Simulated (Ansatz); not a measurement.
**H2Al–AsH2⁺, doublet: reading a ladder of total energies**

Geometry: that of the H2Al–AsH2, singlet, kept fixed.

| atom | x (Å) | y (Å) | z (Å) |
| --- | --- | --- | --- |
| Al | 0.0319 | 0.0000 | 1.7496 |
| As | -0.0385 | 0.0000 | -0.6783 |
| H | 0.0000 | 1.3773 | 2.5371 |
| H | 0.0000 | -1.3773 | 2.5371 |
| H | 1.0023 | 1.1086 | -0.7464 |
| H | 1.0023 | -1.1086 | -0.7464 |

Basis cc-pVTZ; Ansatz 0.2.0. Correlated methods freeze the noble-gas cores and the filled d shells of p-block atoms, which leaves 11 electrons in 114 orbitals. R marks a restricted (for open shells ROHF) determinant, U an unrestricted one. No spin–orbit coupling is included, and no scalar relativity.

Full CI isn't at hand for all of this; UCCSDT(Q) serves as the reference, and is uncertain by about the last step of the cluster series.

Runs differ by some tens of microhartree through their thresholds and, for an open shell, their frozen cores, so steps under 0.03 kcal/mol mean nothing.

| level | total energy (hartree) |
| --- | --- |
| UHF | -2478.185005 |
| UMP2 | -2478.379709 |
| UCCSD | -2478.421017 |
| UCCSD(T) | -2478.428126 |
| UCCSDT | -2478.429447 |
| UCCSDT(Q) | -2478.429728 |

Task: What is the correlation energy at UCCSDT(Q), and what share of it do UMP2 and UCCSD(T) recover?

Result: E(corr) = -2478.429728 − (-2478.185005) = -0.244723 hartree = -6.659 eV. UMP2: -0.194704 / -0.244723 = 79.56 %. UCCSD(T): -0.243121 / -0.244723 = 99.35 %.

Task: By how many kcal/mol does UCCSD(T) miss UCCSDT(Q) (1 hartree = 627.509 kcal/mol), and which steps make up the rest?

Result: -2478.428126 − (-2478.429728) = 0.001602 hartree = 1.01 kcal/mol. Steps: UCCSDT − UCCSD(T) = -0.83, UCCSDT(Q) − UCCSDT = -0.18 kcal/mol. Differences between like states or geometries often cancel part of this.
